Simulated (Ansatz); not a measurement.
Reaction (SMILES): O (H2O) + H+ → [OH3+]
B3LYP-D3(BJ)/def2-TZVP geometries, fixed; electronic energies without zero-point terms; positive where energy is released.

Basis-set convergence of the proton affinity at MP2 with Ansatz (a quantum-chemistry and plane-wave program). All functions are spherical. Cores are frozen. No added dispersion term, no relativity. Functions are those of the species that has most. Reference: Hartree-Fock in aug-cc-pVQZ plus the correlation part extrapolated as X^-3 from aug-cc-pVTZ and aug-cc-pVQZ, 170.03 kcal/mol, itself unsure by roughly 0.10 kcal/mol (a third of the extrapolation step and of the last Hartree-Fock step). Deviations are taken from unrounded values.

```csv
basis,functions,proton affinity (kcal/mol),minus reference (kcal/mol)
STO-3G,8,237.66,67.63
pcseg-0,15,180.57,10.54
def2-SVP,29,180.05,10.02
pcseg-1,29,172.41,2.39
6-311+G**,40,172.58,2.55
def2-SVPD,47,169.93,-0.10
aug-pcseg-1,50,167.41,-2.62
"6-311++G(2d,2p)",57,170.39,0.37
jun-cc-pV(T+d)Z,81,170.41,0.39
def2-TZVPPD,91,170.58,0.55
def2-QZVPP,147,171.02,0.99
pcseg-3,159,170.82,0.80
def2-QZVPPD,165,170.55,0.52
```
